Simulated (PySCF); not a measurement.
# Structure from 2D NMR

Compound of formula C5H11P. Correlations simulated from computed shifts and the bond graph:

HSQC (one-bond C–H):
```tsv
δH	δC
6.18	145.4
5.73	138.0
1.98	25.2
1.06	17.5
```

COSY cross peaks (H two or three bonds apart, from the bond graph; peaks can be absent where the dihedral angle is near 90°):
```tsv
δH	δH
6.18	5.73
5.73	1.98
```

HMBC (two and three bonds, from the bond graph):
```tsv
δH	δC
6.18	138.0, 25.2, 17.5
5.73	145.4, 25.2
1.98	145.4, 138.0
1.06	145.4, 17.5
```

[PySCF 2.14.0 with density-fitted response routines: geometry from GFN2-xTB; NMR shieldings at PBE0/pcSseg-1/GIAO; gas phase; one conformer; non-relativistic Hamiltonian; averaged over atoms made equivalent by symmetry, fast rotation or ring inversion]

Chemical shifts δ = σref − σ; $^{1}$H, $^{13}$C against TMS, all at this level.

Exchangeable hydrogens are left out of these lists.

Problem. Assemble the structure.

Solution. SMILES C/C=C/P(C)C.

Mapped SMILES: `[CH3:1]/[CH:2]=[CH:3]/[P:4]([CH3:5])[CH3:6]`; H(Xn) means a hydrogen on atom n.

- δC 145.4 is C3, an alkene CH (δH 6.18).
- δC 138.0 is C2, an alkene CH (δH 5.73).
- δC 25.2 is C1, an allylic methyl carbon (δH 1.98).
- δC 17.5 is C5/C6, a methyl carbon bonded to P (δH 1.06).
- COSY links 6.18–5.73, 5.73–1.98.

This is the structure that produced the data.

Shifts are as computed. Against solution values, carbons near 30 ppm lie about +3 ppm off and those near 130 ppm about +5 ppm. Of 1211 compounds with measured shifts, 218 miss one by over three times the rms of a fit or turn the order of signals round; such compounds aren't used in these exercises.
